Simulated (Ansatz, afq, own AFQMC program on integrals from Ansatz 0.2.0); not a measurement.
**Where AFQMC and coupled cluster stand for AuSiH3, triplet**

```xyz
5

Au   -0.3188    0.0021    0.0018
Si    1.9697   -0.0127   -0.0110
H     2.4639   -1.4148   -0.0088
H     2.4842    0.6879    1.1951
H     2.4705    0.6792   -1.2279
```

Connectivity, by distances: Au–SiH3.

Basis def2-SVP with its core potentials. Noble-gas cores (and the filled d shells of Ga–Kr and In–Xe) are frozen. AFQMC by an in-house program on the Cholesky factors that Ansatz 0.2.0 writes for its CCSD(T) run. ph-AFQMC/CISD is guided by a CISD state made of CCSD amplitudes; releasing the constraint for a short imaginary time cuts its bias at the price of noise, slowly where states lie close. Uncertainties: one standard error, sampling alone. No spin–orbit coupling. The metal's outer-core s and p shells are frozen, which shifts wave-function levels against functionals.

Determinant: UHF, the one that the program's search chose, which needn't be the lowest solution. The geometry is a PBE0/def2-TZVP stationary point of this or a neighbouring charge and spin state.

No full CI on the walks' own integrals is used here; CCSDT(Q) serves as the reference and is uncertain by about the last step of the cluster series.

Cautions: no spin-orbit coupling; outer-core shells of the metal frozen; another spin lies lower (by 3.66 eV); the released energies have errors that jump between times, so the bars are unsure, so no released level is given (meV from the phaseless value at times in 1/Eh: -2 ± 4 at 0.24, 2 ± 4 at 0.60, -43868 ± 43870 at 1.20, -1 ± 8 at 1.80, -7 ± 8 at 2.60), though the last usable value meets CCSDT(Q) within the noise.

- T1 diagnostic: 0.0158
- weight of the determinant in the CISD state: 0.861
- ⟨S²⟩ of the determinant: 2.012
- size of the correlated space: 18 electrons in 56 orbitals

```tsv
level	correlation energy (eV)
MP2	-9.9549
CCSD	-10.2350
CCSD(T)	-10.4691
```

Q: Estimate where phaseless AFQMC with a CISD trial lies against CCSD(T) on the same integrals.

A: 0.44 ± 0.09 kcal/mol below CCSD(T).

Reference: CCSDT(Q), correlation energy -10.497 eV.

```
        level  E − E(reference) (kcal/mol)  share of correlation (%)
      CCSD(T)                         0.64                     99.73
        CCSDT                         0.21                     99.91
ph-AFQMC/CISD                  0.20 ± 0.09                     99.92
```

A walk keeps the symmetry of its determinant, which the program's search chose and which needn't be the lowest solution, so a lower state of the same spin and another symmetry isn't excluded.
